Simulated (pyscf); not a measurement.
PySCF, gas phase, ωB97X-D3(BJ)/def2-SVP geometries. MP2 and CC: frozen core, UHF for open shells. ΔMP2 is the change of the MP2 total energy from the triple- to the quadruple-zeta basis.

Problem. What is the homolytic dissociation enthalpy (298 K, CCSD(T)/def2-TZVPP + ΔMP2(QZVPP)) of the Al–Si bond of H₃Si–AlH–PH₂ (SMILES [SiH3][AlH][PH2]), to SiH₃• + [HAl–PH₂]•?

Solution. Al–Si to SiH₃• + [HAl–PH₂]•: 68.8 kcal/mol. The radicals are drawn with the spin at the cut bond; how far it spreads was not checked. Other isomers of [HAl–PH₂]• were not searched in full and may lie lower. The CCSD(T) − MP2 part came from Ansatz, without density fitting, on the same reference.
